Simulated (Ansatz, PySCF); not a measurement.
Gas-phase enthalpy of formation at 298 K, by the atomisation route, of c1ccsc1 (SMILES; C4H4S, thiophene). Geometries: B3LYP-D3(BJ)/def2-TZVP minima from Ansatz (a program for electronic structure). Correlated levels leave the core frozen unless marked. Open shells are spin-unrestricted. Spin-orbit coupling is left out. No relativistic terms. CBS(X,Y): correlation extrapolated as X^-3; Hartree-Fock from the larger set. The bracket is a focal-point correction in the basis named. Unstable Hartree-Fock reference: c1ccsc1. Thermal terms are rigid-rotor harmonic-oscillator values from B3LYP-D3(BJ) frequencies (PySCF) at 298.15 K and 1 atm. 1 Eh = 627.5095 kcal/mol.

```csv
species,count,"E, RI-MP2/CBS(cc-pV(T+d)Z,cc-pV(Q+d)Z)+[CCSD(T)-MP2]/cc-pV(T+d)Z (Ansatz) (Eh)","E, PBE/def2-TZVPD (Ansatz) (Eh)",measured ΔHf at 0 K (kcal/mol),H(298) - H(0) of the element (kcal/mol)
c1ccsc1,1,-552.37343,-552.70986,-,-
C atom,4,-37.79136,-37.79605,169.98,0.25
H atom,4,-0.49995,-0.49962,51.63,1.01
S atom,1,-397.67639,-397.93910,65.66,1.05
```

Molecule: zero-point energy 41.79, H(298) - H(0) 3.14 kcal/mol. The route leaves out scalar relativity and anharmonic zero-point terms, the atoms' spin-orbit terms, and in the frozen-core level the core correlation. Atomic data: G2/97 table in ASE.

Measured: 27.5 kcal/mol (G2/97 table in ASE (Curtiss et al.)). This is an older compilation, not checked against later work.

Work out De, D0 and ΔHf at 0 and 298 K at both levels, and their errors against the measured value.


The atoms' values sum to 952.10 (0 K) and 6.09 (thermal), in kcal/mol.
- RI-MP2/CBS(cc-pV(T+d)Z,cc-pV(Q+d)Z)+[CCSD(T)-MP2]/cc-pV(T+d)Z: De = 961.22; D0 = 961.22 - 41.79 = 919.43; ΔHf(0 K) = 952.10 - 919.43 = 32.67; ΔHf(298 K) = 32.67 + 3.14 - 6.09 = 29.72; error +2.2.
- PBE/def2-TZVPD: De = 996.54; D0 = 996.54 - 41.79 = 954.75; ΔHf(0 K) = 952.10 - 954.75 = -2.65; ΔHf(298 K) = -2.65 + 3.14 - 6.09 = -5.60; error -33.1.
